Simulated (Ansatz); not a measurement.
# Ge₂, triplet: vertical spin and charge gaps

Geometry (PBE0/def2-TZVP stationary point for this spin):

| atom | x (Å) | y (Å) | z (Å) |
| --- | --- | --- | --- |
| Ge | 0.0000 | 0.0000 | 0.0000 |
| Ge | 0.0000 | 0.0000 | 2.3831 |

Basis cc-pVDZ; Ansatz 0.2.0. Only valence electrons are correlated (noble-gas cores and the filled d shells of p-block atoms frozen). R marks a restricted (for open shells ROHF) determinant. Active spaces: valence = (8e, 8o) chosen from the atoms' valence shells. No spin–orbit coupling is included, and no scalar relativity.

Gaps are energies of the second state less the first, at fixed atoms, for a selection of the levels run; each method lands on the state that its own search finds for that charge and spin.

For open shells CISD and CISDTQ are restricted-active-space CI with the open shells as a complete middle space. The determinant of the Ge2 singlet fills πx and πy unequally, so it is a mixture of Σ and Δ, which weighs on every level built on one determinant.

Removing an electron, to the doublet: 8.041 eV at full CI (triplet B1g, doublet ion B2u, in D2h).

| level | gap (eV) | error (meV) |
| --- | --- | --- |
| RHF | 7.576 | -465 |
| RMP2 | 8.140 | 99 |
| CISD | 7.975 | -66 |
| RCCSD | 7.996 | -45 |
| RCCSD(T) | 8.053 | 12 |
| BCCD(T) | 8.053 | 12 |
| RCCSDT | 8.041 | 0 |
| CISDTQ | 8.043 | 2 |
| RCCSDT(Q) | 8.043 | 2 |
| RCCSDTQ | 8.041 | 0 |

PBE gives 7.508 eV for removing an electron, to the quartet. Estimate what full CI gives in cc-pVDZ.

Full CI in cc-pVDZ gives 7.266 eV, so against it PBE is off by 0.242 eV.

```tsv
level	gap (eV)	error (meV)
RHF	6.812	-454
RMP2	7.202	-64
CISD	7.133	-133
RCCSD	7.265	-1
RCCSD(T)	7.270	4
BCCD(T)	7.270	4
RCCSDT	7.264	-2
CISDTQ	7.253	-13
RCCSDT(Q)	7.265	-1
RCCSDTQ	7.265	-1
CASSCF (valence space)	6.572	-694
NEVPT2 (valence space)	7.109	-157
MRCISD (valence space)	7.191	-75
MRCISD+Q (valence space)	7.268	2
r2SCAN	7.650	384
PBE0	7.578	312
B3LYP	7.631	365
wB97M-V	7.598	332
B2PLYP	7.458	192
RPA-PBE	7.524	258
```

Singlet less triplet: 0.484 eV at full CI (triplet B1g, singlet Ag, in D2h).

By full CI's occupations no single determinant describes the singlet well.

```json
{"level": "RHF", "gap (eV)": "1.025", "error (meV)": "541"}
{"level": "RMP2", "gap (eV)": "0.775", "error (meV)": "291"}
{"level": "CISD", "gap (eV)": "0.756", "error (meV)": "272"}
{"level": "RCCSD", "gap (eV)": "0.622", "error (meV)": "138"}
{"level": "RCCSD(T)", "gap (eV)": "0.587", "error (meV)": "103"}
{"level": "BCCD(T)", "gap (eV)": "0.588", "error (meV)": "104"}
{"level": "RCCSDT", "gap (eV)": "0.557", "error (meV)": "73"}
{"level": "CISDTQ", "gap (eV)": "0.559", "error (meV)": "75"}
{"level": "RCCSDT(Q)", "gap (eV)": "0.512", "error (meV)": "28"}
{"level": "RCCSDTQ*", "gap (eV)": "0.489", "error (meV)": "5"}
```

An asterisk marks runs whose energy the program itself flagged as in doubt.

Quintet less triplet: 1.230 eV at full CI (triplet B1g, quintet B3g, in D2h).

```json
{"level": "RHF", "gap (eV)": "0.742", "error (meV)": "-488"}
{"level": "RMP2", "gap (eV)": "1.117", "error (meV)": "-113"}
{"level": "CISD", "gap (eV)": "1.042", "error (meV)": "-188"}
{"level": "RCCSD", "gap (eV)": "1.170", "error (meV)": "-60"}
{"level": "RCCSD(T)", "gap (eV)": "1.217", "error (meV)": "-13"}
{"level": "BCCD(T)", "gap (eV)": "1.217", "error (meV)": "-13"}
{"level": "RCCSDT", "gap (eV)": "1.223", "error (meV)": "-7"}
{"level": "CISDTQ", "gap (eV)": "1.216", "error (meV)": "-14"}
{"level": "RCCSDT(Q)", "gap (eV)": "1.228", "error (meV)": "-2"}
{"level": "RCCSDTQ", "gap (eV)": "1.229", "error (meV)": "-1"}
{"level": "CASSCF (valence space)", "gap (eV)": "1.189", "error (meV)": "-41"}
{"level": "NEVPT2 (valence space)", "gap (eV)": "1.233", "error (meV)": "3"}
{"level": "MRCISD (valence space)", "gap (eV)": "1.230", "error (meV)": "0"}
{"level": "MRCISD+Q (valence space)", "gap (eV)": "1.228", "error (meV)": "-2"}
{"level": "r2SCAN", "gap (eV)": "1.343", "error (meV)": "113"}
{"level": "PBE0", "gap (eV)": "1.313", "error (meV)": "83"}
{"level": "B3LYP", "gap (eV)": "1.516", "error (meV)": "286"}
{"level": "wB97M-V", "gap (eV)": "1.407", "error (meV)": "177"}
```

In so small a basis the reference is far from its limit while semilocal and hybrid functionals are nearer theirs (RPA and double hybrids share much of the reference's basis error), so the functionals' errors here hold much of the reference's basis and frozen-core error, which can add to them or hide them.

Full CI is exact within this basis and frozen core; it isn't the basis-set limit.
